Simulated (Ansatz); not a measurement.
# CH4Si+ (doublet): wave-function methods side by side, cc-pVDZ

One table from this session's results is given with a row withheld; the runs are named, their logs left out.

Program: Ansatz 0.2.0, Gaussian basis. Level of theory: cc-pVDZ, core rule «outside noble gas», up to 6 orbitals frozen. These are calculated values, not measurements.

Plan: UHF; CCSD(T) on ROHF; CCSD(T) on UHF; BCCD(T) on ROHF; CISD; CCSDT(Q) on ROHF; CCSDT(Q) on UHF; CASSCF and MRCISD+Q, 9 electrons in 9 orbitals; CASSCF and NEVPT4(SD), 9 electrons in 9 orbitals; CASSCF and NEVPT2, 9 electrons in 9 orbitals.

23 further runs of the same task are left out: 10 that didn't finish, 13 set aside as unsound or not needed.

**What is computed**

The geometry is a PBE0/def2-TZVP stationary point (not a proven minimum) of the parent state, kept for this charge and spin.

6 atoms, charge 1, spin multiplicity 2.

Atoms are counted from 1 here; the program's logs count them from 0.

Bond lengths: Si1–C2 1.699 Å, Si1–H3 1.478 Å, Si1–H4 1.478 Å, C2–H5 1.084 Å, C2–H6 1.084 Å. Angles: C2–Si1–H3 122.7°, C2–Si1–H4 122.7°, H3–Si1–H4 114.7°, Si1–C2–H5 122.2°, Si1–C2–H6 122.2°, H5–C2–H6 115.7°.

The first run:

Input file in.yaml:

```yaml
crystal:
  periodic: [false, false, false]
  atoms:
    - {symbol: Si, position_ang: [0.000000, 0.000000, 0.529889]}
    - {symbol: C, position_ang: [0.000000, 0.000000, -1.168891]}
    - {symbol: H, position_ang: [0.000000, 1.244456, 1.327628]}
    - {symbol: H, position_ang: [0.000000, -1.244456, 1.327628]}
    - {symbol: H, position_ang: [0.000000, 0.917470, -1.745809]}
    - {symbol: H, position_ang: [0.000000, -0.917470, -1.745809]}
basis:
  gaussian: {orbitals: cc-pVDZ}
total_charge: 1
magnetization: {spin_polarized: true, initial_magnetization: 1}
hamiltonian: {xc: hf}
output: {orbitals: {seedname: orbitals}}
```

Launch:

```console
$ ansatz run in.yaml --threads 1 --pin off --events-out ev --progress --plain --max-ram 2393MiB
```

Among the steps run: UHF; CCSD(T) on ROHF; CCSD(T) on UHF; BCCD(T) on ROHF; CISD; CCSDT(Q) on ROHF; CCSDT(Q) on UHF; CASSCF and MRCISD+Q, 9 electrons in 9 orbitals; CASSCF and NEVPT4(SD), 9 electrons in 9 orbitals; CASSCF and NEVPT2, 9 electrons in 9 orbitals.

One of the session's tables, all rows but one given; the rest of the session is left out.

```
   method  from UCCSDT(Q) (meV)
     ROHF                     ?
      UHF               +6409.1
     RMP2               +1172.0
     UMP2               +1177.9
     CISD                +610.3
    RCCSD                +173.0
    UCCSD                +171.5
 RCCSD(T)                 +31.6
 UCCSD(T)                 +31.4
  BCCD(T)                 +31.2
   RCCSDT                  +7.4
   UCCSDT                  +7.1
RCCSDT(Q)                  +0.5
UCCSDT(Q)                     0
```

**Question.** Estimate the row for ROHF.

The run gave: from UCCSDT(Q) (meV): +6480.5. In the column «from UCCSDT(Q) (meV)» it is the highest.

Among the levels timed on like hardware and quicker than the yardstick, those that no quicker one beats, quickest first: UCCSD(T) (1.5 s, +31.4 meV); BCCD(T) (2.1 s, +31.2 meV).

Left out of the table: CASSCF frontier, NEVPT2 frontier, NEVPT4(SD) frontier, MRCISD frontier, MRCISD+Q frontier (the active space lost an orbital or holds another state than full CI finds).

To keep in mind: Restricted and unrestricted rows rest on different reference determinants; where their highest levels disagree by more than a few hundredths of an eV, they describe different states and don't form one ladder. Warnings in the runs' records: passed over end.
